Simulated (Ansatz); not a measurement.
# Worked example: the enthalpy of formation of SiH2F2 (SMILES F[SiH2]F)

The species is SiH2F2 (5 atoms), meant as a singlet with charge 0. SMILES: `F[SiH2]F`. Geometry: relaxed at PBE0-D4/def2-TZVP.

```xyz
5

F    -1.0790    0.5382    0.9807
Si   -0.0052   -0.0005   -0.0541
F     1.2476   -0.5206    0.7669
H    -0.5905   -1.1387   -0.7863
H     0.4271    1.1217   -0.9073
```

Total energies at revPBE/aug-cc-pVDZ (Ansatz 0.2.0); the atoms run unrestricted:

| species | state | energy (Eh) |
| --- | --- | --- |
| SiH2F2 | singlet | -490.372735 |
| F | doublet | -99.705380 |
| Si | triplet | -289.313191 |
| H | doublet | -0.503794 |

Harmonic wavenumbers at PBE0-D4/def2-TZVP, in cm⁻¹: 316, 709, 729, 872, 901, 981, 984, 2286, 2297.

Measured heats of formation of the gaseous atoms at 298.15 K, in kJ/mol: F 79.4, Si 450.0, H 218.0. Spin-orbit lowering of the atoms at 298 K (mean of the ground term's levels less their thermal mean, from spectra), in kJ/mol: F 1.29, Si 0.44. Take 1 Eh = 2625.50 kJ/mol, 1 cm⁻¹ = 0.0119627 kJ/mol, RT = 2.479 kJ/mol.

Task: What heat of formation follows?

Result: 
1. Electronic atomisation energy: 2 × (-99.705380) + (-289.313191) + 2 × (-0.503794) − (-490.372735) = 0.641196 Eh = 1683.5 kJ/mol.
2. Zero-point energy: half the sum of the wavenumbers, 5037.5 cm⁻¹ = 60.3 kJ/mol.
3. Thermal vibrational enthalpy, Σ hcν̃/(exp(hcν̃/kT) − 1): 2.1 kJ/mol. Translation, rotation and pV of a non-linear molecule: 4 RT = 9.9 kJ/mol.
4. The 5 free atoms carry 5/2 RT each: 31.0 kJ/mol.
5. Spin-orbit coupling lowers the free atoms by 2 × 1.29 + 0.44 = 3.0 kJ/mol.
6. Atomisation enthalpy at 298 K: 1683.5 − 3.0 − 60.3 − 2.1 − 9.9 + 31.0 = 1639.2 kJ/mol.
7. Sum of the atoms' heats of formation: 1044.8 kJ/mol. Heat of formation: 1044.8 − 1639.2 = -594.4 kJ/mol.

The tabulated value is -790.8 kJ/mol (NIST-JANAF tables; in doubt: it may be an older value or an estimate), so this level is off by +196.4 kJ/mol, or 10.7 % of the atomisation enthalpy that the table implies (1835.5 kJ/mol). Anharmonicity and any spin-orbit splitting of the molecule are left out.
